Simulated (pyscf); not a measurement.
Thermochemistry of product channels of H₃C–O–SiH₃ on the singlet surface, in kcal/mol, from ωB97M-D3(BJ)/def2-TZVP energies (ideal gas, 1 atm, RRHO with modes under 100 cm⁻¹ raised to 100, one conformer, R ln 2 for chiral ones without a mode under 150 cm⁻¹). Single points on ωB97X-D3(BJ)/def2-SVP structures (PySCF, gas phase).

```
products                                   ΔE  ΔH(298 K)  ΔG(298 K)  ΔG(900 K)
--------------------------------------  -----  ---------  ---------  ---------
cyclic CH₄OSi (SMILES C1O[SiH2]1) + H₂    ___      +43.3      +36.3      +21.1
H₂C=O + SiH₄                            +44.4      +39.6      +30.6      +12.7
CH₄ + O=SiH₂                              ___      +18.9      +10.0       -7.4
HO–CH₂–SiH₃                             +25.2      +24.7      +25.0      +25.2
H₃C–SiH₂–OH                               ___      -23.5      -23.9      -25.4
```

**Question.** Complete the blanks.

**Answer.** 
- cyclic CH₄OSi (SMILES C1O[SiH2]1) + H₂, ΔE: +48.6
- CH₄ + O=SiH₂, ΔE: +20.4
- H₃C–SiH₂–OH, ΔE: -23.7

The channel to CH₄ + O=SiH₂ turns favourable between 298 and 1200 K (ΔG from +10.0 kcal/mol to -15.6 kcal/mol).

These are energies of the channels, which say nothing of barriers.
